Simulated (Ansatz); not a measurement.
# doublet C2H6Si+ at 6 levels

Aim: a comparison of 6 runs (U-r2SCAN0/6-311+G**, U-wB97X/6-311+G**, UHSE06/6-311+G**, UPBE0/6-311+G**, USVWN5/6-311+G**, UCCSD(T)/6-311+G**) of doublet C2H6Si+. 

The results are computed with Ansatz 0.2.0.

34 further runs of the same task are left out: 34 set aside as unsound or not needed.

### 1 The structure to begin with

The species is C2H6Si+ (9 atoms), meant as a doublet with charge +1. SMILES of the parent species: `C[Si]C`. Geometry: relaxed at PBE0-D4/def2-TZVP. That shape belongs to the parent species and isn't relaxed for this state.

Bond lengths: C1–Si2 1.896 Å, Si2–C3 1.896 Å, C1–H4 1.102 Å, C1–H5 1.091 Å, C1–H6 1.095 Å, C3–H7 1.095 Å, C3–H8 1.091 Å, C3–H9 1.102 Å. Some angles: C1–Si2–C3 97.8°, Si2–C1–H4 105.3°, Si2–C1–H5 113.7°, Si2–C1–H6 114.0°, Si2–C3–H7 113.9°, Si2–C3–H8 113.7°, Si2–C3–H9 105.3°, H4–C1–H5 107.1°, H4–C1–H6 106.4°, H5–C1–H6 109.8°.

### 2 A single-point energy at U-r2SCAN0/6-311+G(d,p) (run 1)

File job.yaml:

```yaml
crystal:
  periodic: [false, false, false]
  atoms:
    - {symbol: C, position_ang: [-0.527400, 1.047300, -0.805300]}
    - {symbol: Si, position_ang: [0.896800, -0.199700, -0.912800]}
    - {symbol: C, position_ang: [0.601900, -1.069400, 0.746000]}
    - {symbol: H, position_ang: [-1.430700, 0.480400, -1.082200]}
    - {symbol: H, position_ang: [-0.439700, 1.875000, -1.511000]}
    - {symbol: H, position_ang: [-0.703500, 1.436700, 0.202600]}
    - {symbol: H, position_ang: [-0.455600, -1.193000, 1.001000]}
    - {symbol: H, position_ang: [1.117900, -2.026600, 0.837300]}
    - {symbol: H, position_ang: [1.028800, -0.397000, 1.507100]}
basis:
  gaussian: {orbitals: 6-311+G_st__st_-spherical.json}
hamiltonian: {xc: {name: r2SCAN0}}
total_charge: 1
accuracy: high
output: {orbitals: {seedname: orbitals}}
magnetization: {spin_polarized: true, initial_magnetization: 1}
```

The basis set 6-311+G** is read from a file made from the Basis Set Exchange's data (not shown).

Launch:

```console
ansatz run job.yaml --threads 1 --pin off --max-ram 3480MiB --events-out events.jsonl --progress --plain --runs-dir runs
```

Output:

```text
Warning: RAYON_NUM_THREADS=1 ignored (pool sized by the plan → 1); use --threads N
Functional definition: r2SCAN0
  name "r2SCAN0"
  parameter a = 0.25
  parameter k0 = 0.174
  parameter k1 = 0.065
  parameter a1 = 4.9479
  exchange = (1 - a)*r2scan_x(k0 = k0, k1 = k1, a1 = a1) + a*exact_x
  correlation = r2scan_c
2140 factors; integrals over basis functions are off by at most 4.3e-9 eV
mean field evaluation 1: about -10020.4695 eV, gradient 6.1e1 eV
mean field evaluation 2: about -10008.1595 eV, gradient 7.1e1 eV
mean field evaluation 4: about -10038.2569 eV, gradient 2.5e0 eV
mean field evaluation 8: about -10038.3916 eV, gradient 1.7e-1 eV
mean field evaluation 16: about -10038.3920 eV, gradient 1.1e-3 eV
mean field -10038.39201180 eV, -368.9041021670 hartree, gradient 1.9e-8 eV, S^2 0.754576; 0 other end points of the search recorded, 0 dependent functions left out
reference -10038.39201654 eV, -368.9041023412 hartree; 16, 15 occupied and 94, 95 virtual orbitals, 2140 factors
Total energy: -10038.39201654 eV, -368.9041023412 hartree
```

Run time: 23 s. Hardware: 1 thread of Arm Neoverse V2, shared host; peak memory 0.6 GiB.

### 3 A single-point energy at U-wB97X/6-311+G(d,p) (run 2)

File input.yaml:

```yaml
crystal:
  periodic: [false, false, false]
  atoms:
    - symbol: C
      position_ang: [-0.527400, 1.047300, -0.805300]
    - symbol: Si
      position_ang: [0.896800, -0.199700, -0.912800]
    - symbol: C
      position_ang: [0.601900, -1.069400, 0.746000]
    - symbol: H
      position_ang: [-1.430700, 0.480400, -1.082200]
    - symbol: H
      position_ang: [-0.439700, 1.875000, -1.511000]
    - symbol: H
      position_ang: [-0.703500, 1.436700, 0.202600]
    - symbol: H
      position_ang: [-0.455600, -1.193000, 1.001000]
    - symbol: H
      position_ang: [1.117900, -2.026600, 0.837300]
    - symbol: H
      position_ang: [1.028800, -0.397000, 1.507100]
basis:
  gaussian:
    orbitals: 6-311+G_st__st_-spherical.json
total_charge: 1
magnetization:
  spin_polarized: true
  initial_magnetization: 1
hamiltonian:
  xc: {name: wB97X}
accuracy: high
output: {orbitals: {seedname: orbitals}}
```

The basis set 6-311+G** is read from a file made from the Basis Set Exchange's data (not shown).

Launch:

```console
ansatz run input.yaml --threads 1 --pin off --max-ram 3480MiB --events-out events.jsonl --progress --plain --runs-dir runs
```

Output, shortened:

```text
Warning: RAYON_NUM_THREADS=1 ignored (pool sized by the plan → 1); use --threads N
Functional definition: wB97X
  name "wB97X"
[...]
      + exact_x_lr(omega)
[...]
      + integral(e_c_pw_opposite_spin*poly(b97_u_opposite, 1, cos1, cos2, cos3, cos4))
2140 factors; integrals over basis functions are off by at most 4.3e-9 eV
443 factors; integrals over basis functions are off by at most 2.2e-9 eV
[...]
mean field -10040.03077178 eV, -368.9643254856 hartree, gradient 8.3e-8 eV, S^2 0.753475; 0 other end points of the search recorded, 0 dependent functions left out
reference -10040.03076615 eV, -368.9643252786 hartree; 16, 15 occupied and 94, 95 virtual orbitals, 2140 factors
Total energy: -10040.03076615 eV, -368.9643252786 hartree
```

Run time: 49 s. Hardware: 1 thread of Arm Neoverse V2, shared host; peak memory 0.91 GiB.

Runs 3 to 5 aren't shown in full; the table further down has their settings and results.

### 4 The energy at UCCSD(T)/6-311+G(d,p) (run 6)

File molecule.yaml:

```yaml
crystal:
  periodic: [false, false, false]
  atoms:
    - {symbol: C, position_ang: [-0.527400, 1.047300, -0.805300]}
    - {symbol: Si, position_ang: [0.896800, -0.199700, -0.912800]}
    - {symbol: C, position_ang: [0.601900, -1.069400, 0.746000]}
    - {symbol: H, position_ang: [-1.430700, 0.480400, -1.082200]}
    - {symbol: H, position_ang: [-0.439700, 1.875000, -1.511000]}
    - {symbol: H, position_ang: [-0.703500, 1.436700, 0.202600]}
    - {symbol: H, position_ang: [-0.455600, -1.193000, 1.001000]}
    - {symbol: H, position_ang: [1.117900, -2.026600, 0.837300]}
    - {symbol: H, position_ang: [1.028800, -0.397000, 1.507100]}
basis:
  gaussian: {orbitals: 6-311+G_st__st_-spherical.json}
total_charge: 1
magnetization: {spin_polarized: true, initial_magnetization: 1}
correlation: {method: ccsd_t, frozen_orbitals: {C: 1, H: 0, Si: 5}}
accuracy: high
scf: {omitted_lower_state_checks: [cluster_reference, increment]}
```

The basis set 6-311+G** is read from a file made from the Basis Set Exchange's data (not shown).

Launch:

```console
ansatz run molecule.yaml --threads 1 --pin off --max-ram 3480MiB --events-out events.jsonl --progress --plain --runs-dir runs
```

Output:

```text
Warning: RAYON_NUM_THREADS=1 ignored (pool sized by the plan → 1); use --threads N
[... 12 lines left out ...]
7 core orbitals not correlated: weight in the atoms' cores, before any rotation towards them, 1.000 or more for the frozen orbitals, at most 0.000 for the correlated occupied ones
[... 28 lines left out ...]
Total energy: -10021.92302956 eV, -368.2988782331 hartree
Checks for a lower state left out: cluster_reference, increment
```

Run time: 72 s. Hardware: 1 thread of Arm Neoverse V2, shared host; peak memory 1.9 GiB.

### 5 Overview of the runs

| run | level | frozen core orbitals | energy (Eh) | HOMO energy (eV) | LUMO energy (eV) | ⟨S²⟩ | wall time |
| --- | --- | --- | --- | --- | --- | --- | --- |
| 1 | U-r2SCAN0/6-311+G** | – | -368.904102 | -14.05 | -9.80 | 0.755 | 23 s |
| 2 | U-wB97X/6-311+G** | – | -368.964325 | -16.04 | -8.46 | 0.753 | 49 s |
| 3 | UHSE06/6-311+G** | – | -368.759831 | -13.37 | -10.48 | 0.753 | 13 s |
| 4 | UPBE0/6-311+G** | – | -368.771409 | -13.78 | -10.10 | 0.753 | 13 s |
| 5 | USVWN5/6-311+G** | – | -367.068910 | -12.47 | -11.32 | 0.751 | 5.4 s |
| 6 | UCCSD(T)/6-311+G** | 7 | -368.298878 | – | – | 0.759 | 72 s |

### 6 Summary of results

| quantity | value |
| --- | --- |
| run 6: total energy | -368.29888 Eh |
| run 6: correlation energy (7 core orbitals frozen) | -426.4 mEh |
| run 6: (T) correction | -13.66 mEh |
| run 6: ⟨S²⟩ of the reference determinant | 0.759 |
| run 6: T1 diagnostic | 0.014 |

What this shows: Totals of different functionals can't be ranked against each other. All runs together took 2.9 min, the longest 72 s.
